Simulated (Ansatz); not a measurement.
Mulliken charges of `CC1=NC1` from PBE/def2-TZVPP in Ansatz (PBE0-D4/def2-TZVP geometry).

```
atom   x (Å)   y (Å)   z (Å)  charge (e)
  C1  -0.326   0.982  -0.824      -0.171
  C2   0.304  -0.050   0.006      -0.005
  N3   1.426  -0.516   0.290      -0.131
  C4   0.200  -1.131   0.958      -0.148
  H5  -1.035   0.520  -1.517       0.102
  H6  -0.895   1.670  -0.194       0.102
  H7   0.425   1.537  -1.387       0.098
  H8  -0.080  -2.131   0.635       0.077
  H9   0.070  -0.928   2.018       0.077
```

Task: By hand: the dipole of these point charges (1 e Å = 4.8032 D).

Result: Σ q r = (-0.318, 0.206, -0.145) e Å, of length 0.406 e Å = 1.95 D.

Task: How does the dipole of the full density compare? (An estimate is asked.)

Result: Ansatz gave: (-0.494, 0.213, -0.132) e Å, 2.66 D; the point charges give 0.73 times that, at 12° from its direction.

Point charges leave out the atoms' own dipoles, such as those of lone pairs, and Mulliken's split depends on the basis, so the two needn't agree.
